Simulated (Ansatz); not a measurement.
Reaction (SMILES): N#N (N2) → N2+ (doublet, bonded as N#N) + e-
B3LYP-D3(BJ)/def2-TZVP geometries, fixed; electronic energies without zero-point terms.

Basis-set convergence of the adiabatic ionisation energy at r2SCAN with Ansatz (an electronic-structure program). All functions are spherical. The program fits the integrals of some runs and decomposes those of others, by size. Open shells are unrestricted. No added dispersion term, no relativity. Functions are those of the species that has most. Reference: the value in aug-cc-pV5Z, 15.573 eV, itself unsure by roughly 0.002 eV (its mean distance from pcseg-4, aug-pcseg-3, aug-cc-pVQZ). Deviations are taken from unrounded values.

```csv
basis,functions,adiabatic ionisation energy (eV),minus reference (eV)
cc-pVDZ,28,15.437,-0.136
pcseg-1,28,15.626,0.053
def2-SVPD,40,15.642,0.069
aug-cc-pVDZ,46,15.564,-0.009
jun-cc-pV(T+d)Z,78,15.578,0.005
aug-pcseg-2,92,15.581,0.008
def2-QZVPP,114,15.557,-0.016
def2-QZVPPD,126,15.570,-0.003
aug-cc-pVQZ,160,15.572,-0.001
```

The smallest set listed that lies within 0.1 eV of the reference with all its larger relatives (same family, alike in diffuse functions; a set with none counts only in the reference's own line) is pcseg-1 (28 functions, 0.053 eV off). Inside, with no larger relative to test it: def2-QZVPP. (Relatives not listed, tested too: pcseg-2 0.004, def2-TZVPD -0.002, def2-TZVPPD -0.002, aug-cc-pVTZ 0.005, pcseg-3 -0.003, aug-pcseg-3 0.002, pcseg-4 -0.001, aug-cc-pV5Z 0.000 eV.)
